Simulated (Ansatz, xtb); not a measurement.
Species: BCl3, net charge -1, doublet state. 
Structure (B3LYP-D3(BJ)/def2-TZVP (Ansatz, a program for electronic structure) minimum search):
```
B
Cl 1 1.8649
Cl 1 1.8649 2 112.11
Cl 1 1.8649 2 112.11 3 127.13
```
Charge -1, spin multiplicity 2.

Harmonic wavenumbers from GFN2-xTB (xtb, at its own minimum), cm⁻¹: -579, 176, 176, 351, 655, 655.

**Question.** Give the harmonic wavenumbers at B3LYP-D3(BJ)/def2-TZVP (Ansatz, finite differences of forces, unscaled).

**Answer.** 212, 212, 312, 507, 659, 659 cm⁻¹. Zero-point energy 3.7 kcal/mol.

**Question.** From these and the geometry, give the ideal-gas thermochemistry at 298.15 K and 1 atm (rigid rotor, harmonic oscillator).

**Answer.** Point group C3v, rotational symmetry number 3. Rotational constants 2.929, 2.929, 1.489 GHz. S(trans) 40.19, S(rot) 25.44, S(vib) 6.77, S(elec, spin only) 1.38, S 73.8 cal/(mol K). H(298) - H(0) 3.61 kcal/mol; G - E(el) -14.7 kcal/mol.
